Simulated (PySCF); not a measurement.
**Dipole moment and polarisability across levels of theory**

Compound: C₄H₄S.
Geometry (PBE0-D3(BJ)/def2-SVP, Å), atoms numbered from 1 in this order:
```xyz
9
C4H4S angstrom
C      0.8549    0.4840    0.1859
C     -0.5289    0.8193    0.2196
C     -1.3309   -0.2333   -0.1361
S     -0.4080   -1.6313   -0.5115
C      1.0686   -0.8150   -0.1947
H      1.6602    1.1753    0.4378
H     -0.9160    1.7997    0.5006
H     -2.4181   -0.2616   -0.1966
H      2.0181   -1.3371   -0.3051
```

PySCF, dipoles from the SCF density, polarisabilities from static response with core orbitals frozen. Isolated species at its PBE0-D3(BJ)/def2-SVP geometry, gas phase.

Question: How do dipole and polarisability depend on functional and basis here?

Answer: 

| level | μ (D) | error (%) | α (au) | error (%) | anisotropy (au) |
| --- | --- | --- | --- | --- | --- |
| LDA/def2-SVPD | 0.474 | -13.8 | 63.82 | +5.0 | 31.23 |
| PBE/def2-SVPD | 0.492 | -10.5 | 63.38 | +4.2 | 31.27 |
| B3LYP/def2-SVPD | 0.508 | -7.7 | 62.66 | +3.1 | 30.74 |
| PBE0/def2-SVPD | 0.556 | +1.2 | 61.98 | +1.9 | 30.17 |
| BHandHLYP/def2-SVPD | 0.588 | +6.9 | 61.40 | +1.0 | 29.81 |
| CAM-B3LYP/def2-SVPD | 0.532 | -3.2 | 61.94 | +1.9 | 30.23 |
| wB97X-D/def2-SVPD | 0.584 | +6.2 | 61.92 | +1.8 | 29.59 |
| LC-wPBE/def2-SVPD | 0.601 | +9.2 | 60.45 | -0.6 | 29.25 |
| HF/def2-SVPD | 0.760 | +38.1 | 60.71 | -0.2 | 28.69 |
| PBE0/6-31G* | 0.599 | +8.9 | 49.82 | -18.1 | 39.18 |
| PBE0/def2-SVP | 0.460 | -16.3 | 50.77 | -16.5 | 36.19 |
| PBE0/6-31+G* | 0.525 | -4.6 | 59.13 | -2.7 | 30.43 |
| PBE0/aug-cc-pVDZ | 0.541 | -1.6 | 63.66 | +4.7 | 30.11 |
| PBE0/def2-TZVP | 0.502 | -8.8 | 59.15 | -2.7 | 33.30 |
| PBE0/def2-TZVPD | 0.520 | -5.4 | 63.80 | +4.9 | 30.86 |

Reference dipole: 0.550 D (measured, gas; NIST CCCBDB Release 22 (SRD 101), experimental dipoles). Reference polarisability: 9.010 Å³ (measured, gas; NIST CCCBDB Release 22 (SRD 101), experimental polarizabilities). The anisotropy is √(½[(α1 − α2)² + (α2 − α3)² + (α3 − α1)²]). For the dipole, the smallest error is 1.2% (PBE0/def2-SVPD) and the largest 38.1% (HF/def2-SVPD). For the polarisability, the smallest error is 0.2% (HF/def2-SVPD) and the largest 18.1% (PBE0/6-31G*). The dipole runs from 0.46 D (PBE0/def2-SVP) to 0.76 D (HF/def2-SVPD). In one basis (def2-SVPD) the functionals order the polarisability from LC-wPBE (lowest) to LDA (highest), a spread of 6%. With PBE0 the polarisability is 53.25 au without diffuse functions (mean of 6-31G*, def2-SVP and def2-TZVP) and 62.14 au with them (mean of 6-31+G*, def2-SVPD, aug-cc-pVDZ and def2-TZVPD). Measured values can belong to vibrating molecules; the computed ones are for one fixed geometry.
